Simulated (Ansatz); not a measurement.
## What a trial cell of RbZn₂ relaxes into

Theory: DFT PBE, scalar-relativistic, plane waves, PAW (Ansatz 0.2.0). Cutoff 420 eV, Γ-centred k mesh, Gaussian smearing, no spin polarisation in the final step.

The start puts RbZn₂ on the sites of a reported Li2Pt cell (P6/mmm, No. 191), with Rb in place of Pt, Zn in place of Li, at a guessed volume.

```yaml
crystal:
  lattice:
    - [5.02751, 0.00000, 0.00000]
    - [-2.51376, 4.35395, 0.00000]
    - [0.00000, 0.00000, 3.19594]
  atoms:
    - { symbol: Rb, position: [0.00000, 0.00000, 0.00000] }
    - { symbol: Zn, position: [0.33333, 0.66667, 0.50000] }
    - { symbol: Zn, position: [0.66667, 0.33333, 0.50000] }
```

Cell and atoms relax at zero pressure; the relaxation can't lower the symmetry of the start. After a coarse first stage the cell is made exact in the group found at 0.06 Å.

The zero of energy is the elements' standard structures at the same level; no fitted shifts are applied.

Problem. Describe the relaxed structure.

Solution. It keeps P6/mmm (No. 191), but not the shape of the type it started on. The result has the AlB2 structure. Conventional cell: a = 4.520 Å, c = 5.522 Å. Around Rb lie 12 Zn at 3.80 Å; Zn has 3 Zn at 2.61 Å.

Space group P6/mmm (No. 191). a = 4.520 Å, b = 4.520 Å, c = 5.522 Å, α = 90.00°, β = 90.00°, γ = 120.00°
```csv
atom,site,symmetry,x,y,z
Rb,1a,6/mmm,0.0000,0.0000,0.0000
Zn,2d,-6m2,0.3333,0.6667,0.5000
```

Problem. What are its volume, energy, density and gap?

Solution. The volume per atom is 32.57 Å³ and the density is 3.68 g/cm³. The energy over the elements is 0.12 eV/atom and the gap on the 12×12×8 mesh is 0 eV (a metal).

The final run used a 12×12×8 mesh on its 3-atom cell and 0.10 eV smearing. For metals, differences of a few meV/atom aren't resolved. A structure relaxed within its symmetry needn't be a true minimum.

Cost: 3 runs of about 1.1 core-minutes in all, on Intel Xeon 6975P-C (Granite Rapids) (shared hosts).